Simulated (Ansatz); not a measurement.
**BH3F− (SMILES [H][B-]([H])([H])F): levels of theory compared**

We compute a comparison of 6 runs (UHF/STO-3G, B3LYP/STO-3G, UPBE/STO-3G, CCSDT/STO-3G, CCSD/STO-3G, CCSD(T)/STO-3G) of BH3F−. 

Program for the calculation: Ansatz 0.2.0.

3 further runs of the same task are left out: 2 that didn't finish, 1 set aside as unsound or not needed.

## Step 1: The molecule

The species is BH3F− (5 atoms), meant as a singlet with charge -1. As SMILES, `[H][B-]([H])([H])F`. The H5–B1 distance was set to 3.065 Å, away from the relaxed value. At this shape a bond of the SMILES string is far longer than usual.

Bond lengths: B1–F2 1.447 Å, B1–H3 1.227 Å, B1–H4 1.228 Å. Angles: F2–B1–H3 108.4°, F2–B1–H4 108.4°, H3–B1–H4 110.5°.

## Step 2: A single-point energy at UHF/STO-3G (run 1)

The input, input.yaml:

```yaml
crystal:
  periodic: [false, false, false]
  atoms:
    - {symbol: B, position_ang: [0.871653, 1.506625, 0.537741]}
    - {symbol: F, position_ang: [0.884503, 1.485325, 1.984101]}
    - {symbol: H, position_ang: [2.032073, 1.517985, 0.140601]}
    - {symbol: H, position_ang: [0.281453, 2.518915, 0.170731]}
    - {symbol: H, position_ang: [-0.581670, -1.003790, -0.453700]}
basis:
  gaussian: {orbitals: STO-3G}
total_charge: -1
magnetization: {spin_polarized: true}
hamiltonian: {xc: hf}
accuracy: high
```

Command:

```
ansatz run input.yaml --threads 1 --pin off --max-ram 2610MiB --events-out events.jsonl --progress --plain --runs-dir runs
```

Standard output:

```text
Warning: RAYON_NUM_THREADS=1 ignored (pool sized by the plan → 1); use --threads N
Functional definition: HF
  name "HF"
  exchange = exact_x
  correlation = 0
207 factors; integrals over basis functions are off by at most 2.4e-8 eV
mean field evaluation 1: about -3365.3435 eV, gradient 1.1e1 eV
mean field evaluation 2: about -3365.3803 eV, gradient 1.1e1 eV
mean field evaluation 4: about -3367.6691 eV, gradient 1.7e0 eV
mean field evaluation 8: about -3367.7042 eV, gradient 2.1e-2 eV
mean field evaluation 16: about -3369.8710 eV, gradient 1.7e0 eV
mean field evaluation 32: about -3369.8966 eV, gradient 8.1e-5 eV
mean field -3369.89664732 eV, -123.8414175911 hartree, gradient 2.9e-8 eV, S^2 0.958693; 2 other end points of the search recorded, 0 dependent functions left out
reference -3369.89664732 eV, -123.8414175911 hartree; 9, 9 occupied and 4, 4 virtual orbitals, 207 factors
Total energy: -3369.89664732 eV, -123.8414175911 hartree
```

Wall time 0.1 s (1 thread of Arm Neoverse V1, shared host).

## Step 3: The energy at B3LYP/STO-3G (run 2)

The input, input.yaml:

```yaml
crystal:
  periodic: [false, false, false]
  atoms:
    - symbol: B
      position_ang: [0.871653, 1.506625, 0.537741]
    - symbol: F
      position_ang: [0.884503, 1.485325, 1.984101]
    - symbol: H
      position_ang: [2.032073, 1.517985, 0.140601]
    - symbol: H
      position_ang: [0.281453, 2.518915, 0.170731]
    - symbol: H
      position_ang: [-0.581670, -1.003790, -0.453700]
basis:
  gaussian:
    orbitals: STO-3G
total_charge: -1
accuracy: high
hamiltonian:
  xc: {name: B3LYP}
```

Command:

```
ansatz run input.yaml --threads 1 --pin off --max-ram 2610MiB --events-out events.jsonl --progress --plain --runs-dir runs
```

Standard output:

```text
Warning: RAYON_NUM_THREADS=1 ignored (pool sized by the plan → 1); use --threads N
Functional definition: B3LYP
  name "B3LYP"
  parameter a0 = 0.2
  parameter ax = 0.72
  parameter ac = 0.81
  exchange = (1 - a0 - ax)*slater_x + ax*b88_x + a0*exact_x
  correlation = (1 - ac)*vwn_rpa_c + ac*lyp_c
207 factors; integrals over basis functions are off by at most 2.4e-8 eV
mean field evaluation 1: about -3368.4985 eV, gradient 7.2e1 eV
mean field evaluation 2: about -3358.1722 eV, gradient 3.9e1 eV
mean field evaluation 4: about -3385.6524 eV, gradient 7.7e0 eV
mean field evaluation 8: about -3385.6524 eV, gradient 7.7e0 eV
mean field evaluation 16: about -3386.2645 eV, gradient 3.8e-9 eV
mean field -3386.26450490 eV, -124.4429252627 hartree, gradient 1.3e-8 eV, S^2 0.000000; 0 other end points of the search recorded, 0 dependent functions left out
reference -3386.26453103 eV, -124.4429262227 hartree; 9, 9 occupied and 4, 4 virtual orbitals, 207 factors
Total energy: -3386.26453103 eV, -124.4429262227 hartree
```

Wall time 0.89 s (1 thread of Arm Neoverse V1, shared host).

Runs 3 to 5 aren't shown in full; the table further down has their settings and results.

## Step 4: The energy at CCSD(T)/STO-3G (run 6)

The input, run.yaml:

```yaml
crystal:
  periodic: [false, false, false]
  atoms:
    - {symbol: B, position_ang: [0.871653, 1.506625, 0.537741]}
    - {symbol: F, position_ang: [0.884503, 1.485325, 1.984101]}
    - {symbol: H, position_ang: [2.032073, 1.517985, 0.140601]}
    - {symbol: H, position_ang: [0.281453, 2.518915, 0.170731]}
    - {symbol: H, position_ang: [-0.581670, -1.003790, -0.453700]}
basis:
  gaussian:
    orbitals: STO-3G
total_charge: -1
correlation:
  method: ccsd_t
  frozen_orbitals: {B: 1, F: 1, H: 0}
accuracy: high
scf:
  omitted_lower_state_checks: [cluster_reference, increment]
```

Command:

```
ansatz run run.yaml --threads 1 --pin off --max-ram 2610MiB --events-out events.jsonl --progress --plain --runs-dir runs
```

Standard output, shortened:

```text
Warning: RAYON_NUM_THREADS=1 ignored (pool sized by the plan → 1); use --threads N
Functional definition: HF
  name "HF"
[...]
207 factors; integrals over basis functions are off by at most 2.4e-8 eV
[...]
mean field -3367.70416317 eV, -123.7608452848 hartree, gradient 2.9e-8 eV, S^2 0.000000; 0 other end points of the search recorded, 0 dependent functions left out; unrestricted orbitals would lower it
2 core orbitals not correlated: weight in the atoms' cores, before any rotation towards them, 1.000 or more for the frozen orbitals, at most 0.000 for the correlated occupied ones
reference -3367.70416317 eV, -123.7608452848 hartree; 7, 7 occupied and 4, 4 virtual orbitals, 207 factors
second order -2.63458241 eV of doubles, -0.00000000 eV of singles
cycle   1  -2.57535819 eV  change   -4.6e-1 eV  update   1.6e-1
[...]
cycle  26  -3.91484161 eV  change   5.6e-10 eV  update  1.9e-10
perturbative correction -0.39983426 eV, -0.0146936380 hartree
WARN: these amplitudes may be one of several solutions (largest doubles amplitude 0.69, level shift 3.75 eV)
Total energy: -3372.01883905 eV, -123.9194066985 hartree
Checks for a lower state left out: cluster_reference, increment
```

It took 0.12 s on 1 thread of Arm Neoverse V1, shared host.

## Step 5: The series

```tsv
run	level	frozen core orbitals	energy (Eh)	wall time
1	UHF/STO-3G	–	-123.841418	0.1 s
2	B3LYP/STO-3G	–	-124.442926	0.89 s
3	UPBE/STO-3G	–	-124.310422	3.3 s
4	CCSDT/STO-3G	2	-123.911429	0.2 s
5	CCSD/STO-3G	2	-123.904713	0.12 s
6	CCSD(T)/STO-3G	2	-123.919407	0.12 s
```

## Step 6: Results

| quantity | value |
| --- | --- |
| run 6: total energy | -123.91941 Eh |
| run 6: correlation energy (2 core orbitals frozen) | -158.6 mEh |
| run 6: (T) correction | -14.69 mEh |
| run 6: T1 diagnostic | 0.116 |

**Reading.** Below the UHF energy at the same shape and in the same basis (STO-3G): CCSDT -70.0 mEh; CCSD -63.3 mEh; CCSD(T) -78.0 mEh. Some of these start from another determinant than that one, so these aren't their correlation energies. Totals of different functionals can't be ranked against each other. In runs 5, 6 the T1 diagnostic is large, so a single reference may not serve. In runs 4, 5, 6 the log says that unrestricted orbitals would lower the reference, so the values rest on an unstable closed-shell determinant (other closed-shell runs at this shape may share the fault). In runs 1, 2, 3, 4, 5, 6 the basis is minimal, so the values are rough. Spin contamination of the reference: run 1 ⟨S²⟩ = 0.96, run 3 ⟨S²⟩ = 0.43. Where it is this large, the reference is a mixture of spin states, and values that rest on it are in doubt. All runs together took 4.8 s, the longest 3.3 s.
